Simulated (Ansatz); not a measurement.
System: cubic perovskite KTaO3. Method: LDA in Ansatz (PAW).

Settings: plane-wave cutoff 520 eV, 8×8×8 k mesh, Fermi–Dirac smearing 0.01 eV, scalar-relativistic PAW data made under PBE.

Cell (relaxed at this level):

```cif
data_KO3Ta
_chemical_formula_sum 'K1 Ta1 O3'
_space_group_name_H-M_alt 'P 1'
_space_group_IT_number 1
_cell_length_a 3.95209
_cell_length_b 3.95209
_cell_length_c 3.95209
_cell_angle_alpha 90.000
_cell_angle_beta 90.000
_cell_angle_gamma 90.000
loop_
_space_group_symop_operation_xyz
  'x, y, z'
loop_
_atom_site_label
_atom_site_type_symbol
_atom_site_fract_x
_atom_site_fract_y
_atom_site_fract_z
_atom_site_occupancy
K1 K 0.00000 0.00000 0.00000 1
Ta1 Ta 0.50000 0.50000 0.50000 1
O1 O 0.50000 0.00000 0.50000 1
O2 O 0.00000 0.50000 0.50000 1
O3 O 0.50000 0.50000 0.00000 1
```

What does this level give for the bulk modulus B0, band gap, smallest direct gap on the k points sampled and pressure derivative B′ of the bulk modulus?


bulk modulus B0: 218 GPa
band gap: 2.13 eV
smallest direct gap on the k points sampled: 2.73 eV
pressure derivative B′ of the bulk modulus: 4.4

Measured, for comparison: band gap 3.64 eV (temperature not stated, not corrected to a static lattice, indirect; as tabulated in Himmetoglu and Janotti (2016), arXiv:1601.06205); bulk modulus 220 GPa (temperature not stated, not corrected to a static lattice; as tabulated in Tinte et al. (1998), arXiv:cond-mat/9809379). Computed (rounded) less measured: bulk modulus -0.9 %.

Spin–orbit coupling is not included.

Computed values are for the static lattice.

Computing time: about 26 core-seconds (a rough figure).

Ansatz is a program for electronic structure.
